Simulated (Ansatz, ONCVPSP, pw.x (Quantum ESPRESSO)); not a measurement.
**What a changed setting does to a pw.x run (fcc C)**

Potential: optimised norm-conserving Vanderbilt (ONCV), ONCVPSP 4.0.1.1 (patched build), PBEsol; core [He], reference 2s2 2p2; waves: 2s: rc 0.85 bohr, ncon 3, nbas 7, qcut 7.8 1/bohr, 1 projector; 2p: rc 2.45 bohr, ncon 3, nbas 6, qcut 5 1/bohr, 2 projectors, debl 3.8 Ha; local part: polynomial inside 0.80 bohr (lpopt 5, dvloc0 0 Ha); core correction: Teter function, fcfact 4.25, rcfact 1.3.

The reference run (k-mesh 18³, cutoffs 90/360 Ry, Fermi–Dirac 0.01 Ry, mixing_beta 0.4, conv_thr 1e-9, no spin) gives -2.42 GPa at 7.154 Å³/atom, where all-electron LAPW gives -3.62 GPa. This run, with its own iteration cap, changes degauss to 0.005.

```
&control
  calculation='scf', prefix='x', pseudo_dir='./', outdir='./tmp', tstress=.true., disk_io='none'
/
&system
  ibrav=0, nat=1, ntyp=1, ecutwfc=90, ecutrho=360, nbnd=9,
  occupations='smearing', smearing='fd', degauss=0.005
/
&electrons
  conv_thr=1e-09, mixing_beta=0.4, electron_maxstep=60
/
ATOMIC_SPECIES
C 1.0 C.UPF
CELL_PARAMETERS angstrom
  0.00000000 1.52934798 1.52934798
  1.52934798 0.00000000 1.52934798
  1.52934798 1.52934798 0.00000000
ATOMIC_POSITIONS crystal
C 0.0000 0.0000 0.0000
K_POINTS automatic
18 18 18 0 0 0
```

```bash
pw.x < C.scf.in > C.scf.out
```

Question: How does the run end?

Answer: It converges in 6 iterations; the free energy moves by +9.0 meV/atom and the pressure by -0.09 GPa. In a metal, with Fermi–Dirac smearing, F lies below its zero-width value by a term in the square of the width.

```
Message from routine setup:
     using ibrav=0 with symmetry is DISCOURAGED, use correct ibrav instead
     lattice parameter (alat)  =       4.0871  a.u.
     unit-cell volume          =      48.2776 (a.u.)^3
     number of electrons       =         4.00
     number of Kohn-Sham states=            9
     kinetic-energy cutoff     =      90.0000  Ry
     charge density cutoff     =     360.0000  Ry
     scf convergence threshold =      1.0E-09
     Exchange-correlation= PBESOL
     number of k points=   195  Fermi-Dirac smearing, width (Ry)=  0.0050
     iteration #  1     ecut=    90.00 Ry     beta= 0.40
     total energy              =     -11.21056776 Ry
     estimated scf accuracy    <       0.00066278 Ry
     iteration #  2     ecut=    90.00 Ry     beta= 0.40
     total energy              =     -11.21054745 Ry
     estimated scf accuracy    <       0.00020712 Ry
     iteration #  3     ecut=    90.00 Ry     beta= 0.40
     total energy              =     -11.21055685 Ry
     estimated scf accuracy    <       0.00000222 Ry
     iteration #  4     ecut=    90.00 Ry     beta= 0.40
     total energy              =     -11.21055712 Ry
     estimated scf accuracy    <          3.1E-09 Ry
     iteration #  5     ecut=    90.00 Ry     beta= 0.40
     total energy              =     -11.21055713 Ry
     estimated scf accuracy    <          1.5E-09 Ry
     iteration #  6     ecut=    90.00 Ry     beta= 0.40
     the Fermi energy is    10.9784 ev
!    total energy              =     -11.21055713 Ry
     estimated scf accuracy    <          4.6E-10 Ry
     smearing contrib. (-TS)   =      -0.00047622 Ry
     The total energy is F=E-TS. E is the sum of the following terms:
     one-electron contribution =       4.69599326 Ry
     hartree contribution      =       0.29562493 Ry
     xc contribution           =      -3.51025383 Ry
     ewald contribution        =     -12.69144528 Ry
     convergence has been achieved in   6 iterations
          total   stress  (Ry/bohr**3)                   (kbar)     P=      -25.08
     Message from routine punch:
     Nothing written, as per user request (disk_io='none')
```

The run took about 18 s on one core of a shared host (Neoverse-N1, 64 threads, 124 GiB, load 60).
